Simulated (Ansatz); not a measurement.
Barrier from HF (SMILES F) + H (doublet) to the saddle point below; all geometries are those of the HTBH38 set.
```
F
H 1 1.4662
H 2 0.7746 1 152.03
```
Charge 0, spin multiplicity 2.

Total energies in hartree (Ansatz, a first-principles code). UHF or UKS for unpaired electrons; spin-orbit terms are left out. Cores are frozen in correlated methods. No relativity. For partners of very few electrons the exact lower level stands in for a higher one.

| species | HF/aug-cc-pVTZ | CCSD(T)/aug-cc-pVTZ | HF/aug-cc-pVQZ | CCSD(T)/aug-cc-pVQZ | CCSDT(Q)/aug-cc-pVTZ |
|---|---|---|---|---|---|
| 1: HF (fluorane, SMILES F) | -100.06114 | -100.34954 | -100.06863 | -100.37738 | -100.34983 |
| 2: H (doublet) | -0.49982 | -0.49982 | -0.49995 | -0.49995 | -0.49982 |
| 3: FH2 (complex or saddle point, doublet) | -100.51906 | -100.79767 | -100.52660 | -100.82437 | -100.79845 |

Problem. Work out the barrier height (electronic, no zero-point energy) in kcal/mol: take Hartree-Fock from aug-cc-pVQZ, extrapolate the CCSD(T) correlation energy as X^-3 (X = 3, 4), and add CCSDT(Q) - CCSD(T) in aug-cc-pVTZ. 1 hartree = 627.51 kcal/mol.

Solution. 
Species 1: correlation (64·(-0.30875) - 27·(-0.28840))/37 = -0.32360; step -0.00029; E1 = -100.06863 + (-0.32360) + (-0.00029) = -100.39252
Species 2: correlation (64·(0.00000) - 27·(0.00000))/37 = 0.00000; step +0.00000; E2 = -0.49995 + (0.00000) + (+0.00000) = -0.49995
Species 3: correlation (64·(-0.29777) - 27·(-0.27861))/37 = -0.31175; step -0.00078; E3 = -100.52660 + (-0.31175) + (-0.00078) = -100.83913
-1·E1 -1·E2 +1·E3 = 0.05334 hartree = 33.5 kcal/mol. Published benchmark value: 33.4 kcal/mol (Zhao et al., J. Phys. Chem. A 109, 2012 (2005), HTBH38), a best estimate, not a measurement. The composite differs from it by +0.1 kcal/mol; core, relativistic and spin-orbit terms are not in it.
